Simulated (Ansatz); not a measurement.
## Ansatz (development build ahead of 0.2.0) run

```yaml
crystal:
  periodic: [false, false, false]
  atoms:
    - { symbol: Li, position_ang: [0.00463, -0.00501, -0.97642] }
    - { symbol: "N", position_ang: [-0.01, 0.01009, 0.97483] }
basis:
  gaussian: { orbitals: def2-SVP }
magnetization:
  initial_magnetization: 2
hamiltonian:
  xc: hf
correlation:
  method: ccsd_t
  frozen_orbitals: { Li: 0, "N": 1 }
scf:
  omitted_lower_state_checks: [stability, starts, atomic_configurations, cluster_reference, orbital_swaps, given_window_search, neighbouring_geometries, increment]
```

The input is written out in the form of the current development build from the run's settings. Correlation on restricted open-shell orbitals is semicanonical, with singles.

Results

- Converged: yes
- Reference energy: -61.75082 hartree
- Correlation energy: -0.13044 hartree
- Total energy: -61.88126 hartree
